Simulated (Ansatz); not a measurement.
**SiClO (doublet): the correlation ladder, def2-QZVPP**

One table from this session's results is given with a row withheld; the runs are named, their logs left out.

Program: Ansatz 0.2.0, Gaussian basis. Level of theory: def2-QZVPP, core rule «outside noble gas», up to 11 orbitals frozen. These are calculated values, not measurements.

To be run: UHF; ROHF; CCSD(T) on UHF.

5 further runs of the same task are left out: 1 that didn't finish, 4 set aside as unsound or not needed. Runs told in other sessions of the task aren't counted.

**The geometry**

The geometry is a PBE0/def2-TZVP stationary point (not a proven minimum) of the parent state, kept for this charge and spin.

3 atoms, charge 0, spin multiplicity 2.

Atoms are counted from 1 here; the program's logs count them from 0.

Bond lengths: Cl1–Si2 2.047 Å, Si2–O3 1.723 Å. Angles: Cl1–Si2–O3 117.5°.

The first run:

The input, in.yaml:

```yaml
crystal:
  periodic: [false, false, false]
  atoms:
    - {symbol: Cl, position_ang: [0.000000, -0.182593, 1.317915]}
    - {symbol: Si, position_ang: [0.000000, 0.559430, -0.589798]}
    - {symbol: O, position_ang: [0.000000, -0.577421, -1.885025]}
basis:
  gaussian: {orbitals: "def2-QZVPP.json"}
magnetization: {spin_polarized: true, initial_magnetization: 1}
hamiltonian: {xc: hf}
output: {orbitals: {seedname: orbitals}}
```

On the command line:

```
$ ansatz run in.yaml --threads 1 --pin off --events-out ev --progress --plain --max-ram 2393MiB
```

Among the steps run: UHF; ROHF; CCSD(T) on UHF.

One of the session's tables, all rows but one given; the rest of the session is left out.

```
  method  from UCCSD(T) (kJ/mol)
    ROHF                       ?
     UHF                 +1552.9
    UMP2                  +190.4
   UCCSD                   +78.8
UCCSD(T)                       0
```

Q: Estimate the row for ROHF from the others.

As computed: from UCCSD(T) (kJ/mol): +1571.5. In the column «from UCCSD(T) (kJ/mol)» it is the highest.

Limits of these values: Warnings: spin contamination; coupled cluster took another determinant than the lowest.
